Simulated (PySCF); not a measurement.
Si(H)2 anion (H2Si), SMILES [SiH2] (connectivity only; charge and spin as stated), charge -1, multiplicity 2. Atoms are numbered in the order given.

```xyz
3

Si     0.0000     0.0000     0.1367
H      0.0000     1.1195    -0.9571
H      0.0000    -1.1195    -0.9571
```
Charge -1, spin multiplicity 2.

Geometry: PBE-D3(BJ)/def2-TZVPD. The multiplicity is an assumed one; other spin states were not compared. The isomer is the one that the SMILES or the coordinates give; other isomers of the formula were not compared.

These are B3LYP/pcH-1 (PySCF) values and carry that method's errors.

Unrestricted Kohn–Sham, ⟨S²⟩ = 0.753. Hyperfine tensors hold the contact and dipolar terms, without spin-orbit corrections.

Computed hyperfine couplings:
```csv
nucleus,A(iso) (MHz),A(iso) (G),dipolar principal values (MHz)
29Si no. 1,-34.3,-12.2,"-165.2, 79.5, 85.7"
1H no. 2,-27.9,-10.0,"-10.9, 4.0, 6.9"
1H no. 3,-27.9,-10.0,"-10.9, 4.0, 6.9"
```

**Question.** And the g tensor (effective nuclear charges for spin-orbit coupling, GIAO)? (Estimate from the structure and the level; the computed values follow.)

**Answer.** principal values 2.0023, 2.0040, 2.0114; isotropic 2.0059.
